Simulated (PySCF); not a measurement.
Structure elucidation problem

The spectra below were simulated for a compound C$_{5}$H$_{7}$Cl.

¹H NMR (300 MHz, computed): δ 5.32 (s, 2H), 4.30 (m, 1H), 3.33 (m, 2H), 3.08 (m, 2H).

¹³C{¹H} NMR (computed): δ 149.6 (C), 115.5 (CH2), 53.0 (CH), 46.4 (CH2, 2C).

Non-relativistic Hamiltonian, isolated molecule, equivalent nuclei averaged, a single conformation. PBE0/pcSseg-1 with gauge-including orbitals; structure optimised with GFN2-xTB; PySCF.

Chemical shifts δ = σref − σ; ¹H (σref 31.72) and ¹³C (σref 186.93) against TMS, all at this level.

Problem. Deduce the structure.

Solution. 
The formula gives 2 degrees of unsaturation (1 ring in the answer). 4 carbon signals for 5 carbons: some carbons are equivalent by symmetry or fast rotation. Carbon types of the structure: 1 × C, 1 × CH, 3 × CH2, which accounts for all hydrogens. δC 149.6: fully substituted alkene carbon; the olefinic region. δC 115.5: terminal =CH2 carbon; an sp2 carbon of a C=C bond. δC 53.0: sp3 CH bonded to Cl; the inductive effect lowers its shielding. δC 46.4: allylic sp3 CH2; aliphatic region, no heteroatom directly attached. δH 5.32: hydrogen on a terminal =CH2 carbon; a vinylic proton, deshielded by the sp2 carbon and the C=C anisotropy. δH 4.30: hydrogen on an sp3 CH bonded to Cl; its carbon carries Cl, hence the downfield position. δH 3.33, 3.08: hydrogen on an allylic sp3 CH2.

These data were computed for `C1C(=C)CC1Cl`.

The shifts were computed for this structure.

Carbons that carry Cl, above all several Cl atoms, come out too deshielded, partly because spin–orbit coupling is missing. Shifts are as computed. Against solution values, carbons near 30 ppm lie about +3 ppm off and those near 130 ppm about +5 ppm; carbons on Cl a further +6 ppm. Of 1211 compounds with measured shifts, 218 miss one by over three times the rms of a fit or turn the order of signals round; such compounds aren't used in these exercises. No couplings were computed; multiplicities are counted from neighbouring protons, with m where these are inequivalent, close in shift, in a saturated or five-membered ring or joined by F or P, and br s for small geminal =CH2 splittings.
